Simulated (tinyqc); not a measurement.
G0W0 on RHF in the sto-3g basis, for H2O, spin multiplicity 1, step by step. One step of it, computed by the program tinyqc.

Task: Screening: direct RPA. With D = e_a - e_i and K = (ia|jb): diagonalise D^(1/2) (D + 4K) D^(1/2) = Z w^2 Z^T; X + Y = D^(1/2) Z w^(-1/2), each column of Z with its largest component positive (the first on a tie); E_c = (sum w - tr (D + 2K)) / 2.

orbital energies (hartree): MO1 -20.257541, MO2 -1.198079, MO3 -0.546178, MO4 -0.420489, MO5 -0.383065, MO6 0.449198, MO7 0.584921

Two-electron integrals over orbitals (pq|rs), unique and non-zero (hartree):
```
(11|11) 4.746821    (21|11) -0.430278   (21|21) 0.061599    (22|11) 1.022003
(22|21) -0.015516   (22|22) 0.723176    (31|31) 0.010285    (32|31) 0.016439
(32|32) 0.129599    (33|11) 0.752398    (33|21) -0.004634   (33|22) 0.609186
(33|33) 0.587149    (41|11) 0.158818    (41|21) -0.021030   (41|22) 0.011829
(41|33) 0.005252    (41|41) 0.024084    (42|11) -0.143918   (42|21) 0.007752
(42|22) -0.025766   (42|33) 0.004241    (42|41) 0.019260    (42|42) 0.130361
(43|31) -0.002192   (43|32) 0.029466    (43|43) 0.055300    (44|11) 0.940857
(44|21) -0.011251   (44|22) 0.664329    (44|33) 0.562479    (44|41) -0.008999
(44|42) -0.095294   (44|44) 0.707106    (51|51) 0.025963    (52|51) 0.033312
(52|52) 0.151034    (53|53) 0.025866    (54|51) -0.011448   (54|52) -0.042503
(54|54) 0.047790    (55|11) 1.115358    (55|21) -0.012188   (55|22) 0.755353
(55|33) 0.596109    (55|41) 0.004455    (55|42) -0.078120   (55|44) 0.693590
(55|55) 0.880159    (61|11) -0.198499   (61|21) 0.030064    (61|22) -0.002748
(61|33) 0.000359    (61|41) 0.003068    (61|42) 0.020409    (61|44) -0.015288
(61|55) -0.005419   (61|61) 0.025209    (62|11) 0.264656    (62|21) -0.006289
(62|22) 0.129313    (62|33) 0.062359    (62|41) 0.018214    (62|42) 0.033193
(62|44) 0.065495    (62|55) 0.140570    (62|61) 0.009274    (62|62) 0.093252
(63|31) 0.002309    (63|32) -0.041055   (63|43) -0.040019   (63|63) 0.079680
(64|11) 0.267980    (64|21) -0.003454   (64|22) 0.128254    (64|33) 0.046906
(64|41) 0.001861    (64|42) -0.043366   (64|44) 0.132019    (64|55) 0.148751
(64|61) -0.001183   (64|62) 0.061898    (64|64) 0.095329    (65|51) 0.013196
(65|52) 0.051655    (65|54) 0.005728    (65|65) 0.033937    (66|11) 0.765748
(66|21) -0.007296   (66|22) 0.584777    (66|33) 0.542919    (66|41) 0.017569
(66|42) 0.048879    (66|44) 0.538144    (66|55) 0.570011    (66|61) 0.008317
(66|62) 0.087603    (66|64) 0.051299    (66|66) 0.573110    (71|31) 0.014280
(71|32) 0.021771    (71|43) -0.003093   (71|63) 0.002699    (71|71) 0.019855
(72|31) 0.014846    (72|32) 0.056189    (72|43) -0.028205   (72|63) 0.028859
(72|71) 0.019702    (72|72) 0.069361    (73|11) 0.372386    (73|21) -0.006948
(73|22) 0.168310    (73|33) 0.088193    (73|41) -0.000167   (73|42) -0.073931
(73|44) 0.146615    (73|55) 0.204414    (73|61) -0.005459   (73|62) 0.068821
(73|64) 0.099547    (73|66) 0.043545    (73|73) 0.158494    (74|31) -0.007850
(74|32) -0.070387   (74|43) -0.013245   (74|63) 0.056098    (74|71) -0.010917
(74|72) -0.017786   (74|74) 0.069225    (75|53) 0.023970    (75|75) 0.025613
(76|31) 0.007633    (76|32) 0.087126    (76|43) 0.063143    (76|63) -0.071015
(76|71) 0.010380    (76|72) -0.002061   (76|74) -0.059696   (76|76) 0.114552
(77|11) 0.845630    (77|21) -0.009148   (77|22) 0.609867    (77|33) 0.579338
(77|41) 0.003518    (77|42) -0.020816   (77|44) 0.580970    (77|55) 0.611986
(77|61) -0.003932   (77|62) 0.061521    (77|64) 0.053462    (77|66) 0.545229
(77|73) 0.101277    (77|77) 0.597417
```

Give: D^(1/2) (D + 4K) D^(1/2); excitation energies w; X + Y; RPA correlation energy.

Result:

D^(1/2) (D + 4K) D^(1/2) (hartree^2):
```
          1>6       1>7     2>6      2>7     3>6      3>7      4>6      4>7
1>6  430.8570    0.0000  0.2167   0.0000  0.0000  -0.1057  -0.0201   0.0000
1>7    0.0000  436.0635  0.0000   0.4804  0.0492   0.0000   0.0000  -0.1999
2>6    0.2167    0.0000  3.3280   0.0000  0.0000   0.3758   0.2963   0.0000
2>7    0.0000    0.4804  0.0000   3.6738  0.1538   0.0000   0.0000  -0.0953
3>6    0.0000    0.0492  0.0000   0.1538  1.3080   0.0000   0.0000   0.2245
3>7   -0.1057    0.0000  0.3758   0.0000  0.0000   1.9965   0.3949   0.0000
4>6   -0.0201    0.0000  0.2963   0.0000  0.0000   0.3949   1.0880   0.0000
4>7    0.0000   -0.1999  0.0000  -0.0953  0.2245   0.0000   0.0000   1.2892
5>6    0.0000    0.0000  0.0000   0.0000  0.0000   0.0000   0.0000   0.0000
5>7    0.0000    0.0000  0.0000   0.0000  0.0000   0.0000   0.0000   0.0000

        5>6     5>7
1>6  0.0000  0.0000
1>7  0.0000  0.0000
2>6  0.0000  0.0000
2>7  0.0000  0.0000
3>6  0.0000  0.0000
3>7  0.0000  0.0000
4>6  0.0000  0.0000
4>7  0.0000  0.0000
5>6  0.8056  0.0000
5>7  0.0000  1.0362
```

excitation energies w (hartree): [0.8976, 0.9647, 1.0179, 1.0306, 1.2338, 1.4110, 1.8683, 1.9199, 20.7571, 20.8821]

X + Y:
```
          1        2       3        4        5        6        7        8
1>6  0.0000   0.0000  0.0000   0.0000   0.0000   0.0015  -0.0013   0.0000
1>7  0.0000   0.0000  0.0000   0.0015   0.0011   0.0000   0.0000  -0.0037
2>6  0.0000  -0.0855  0.0000   0.0000   0.0000  -0.3437   0.8881   0.0000
2>7  0.0000   0.0000  0.0000   0.0881  -0.0245   0.0000   0.0000   0.9613
3>6  0.0000   0.0000  0.0000  -0.6833   0.6432   0.0000   0.0000   0.0441
3>7  0.0000  -0.3534  0.0000   0.0000   0.0000   0.8081   0.2186   0.0000
4>6  0.0000   0.8953  0.0000   0.0000   0.0000   0.2279   0.1111   0.0000
4>7  0.0000   0.0000  0.0000   0.7068   0.6298   0.0000   0.0000  -0.0245
5>6  0.9629   0.0000  0.0000   0.0000   0.0000   0.0000   0.0000   0.0000
5>7  0.0000   0.0000  0.9752   0.0000   0.0000   0.0000   0.0000   0.0000

           9       10
1>6   0.9988   0.0000
1>7   0.0000   0.9990
2>6   0.0001   0.0000
2>7   0.0000   0.0003
3>6   0.0000   0.0000
3>7  -0.0001   0.0000
4>6   0.0000   0.0000
4>7   0.0000  -0.0001
5>6   0.0000   0.0000
5>7   0.0000   0.0000
```

RPA correlation energy = -0.069036 hartree
